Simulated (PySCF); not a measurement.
# C3H6: the cost of one run

Programs: PySCF 2.14.0, with routines of our own; each step states its level. All values are computed. Atoms count from 0.

## 1. The starting structure

9 atoms, charge 0, multiplicity 1; geometry from: GFN2-xTB.

## 2. Geometry optimisation at PBE0-D3(BJ)/def2-SVP

What the job is given:

```
{"job": {"xc": "PBE0", "basis": "def2-SVP", "d3": "d3bj", "grid": 1, "kind": "geom"}, "charge": 0, "multiplicity": 1}
C     -0.751886    -0.421670     0.016093
C      0.739630    -0.426391     0.135534
C      0.016726     0.850059    -0.159499
H     -1.337778    -0.546064     0.914048
H     -1.196068    -0.875927    -0.856373
H      1.175302    -0.554113     1.114748
H      1.314613    -0.882019    -0.656028
H     -0.043614     1.595796     0.618276
H      0.096636     1.266321    -1.151978
```

The run is started by

```sh
OMP_NUM_THREADS=1 python excited_run.py task.json out
```

One launch serves the whole session: the jobs run in the order shown.

Q: Estimate the wall time and peak memory of this first job on 1 thread of Arm Neoverse N1, shared host.

About 4.9 s, with a peak of 0.36 GiB.
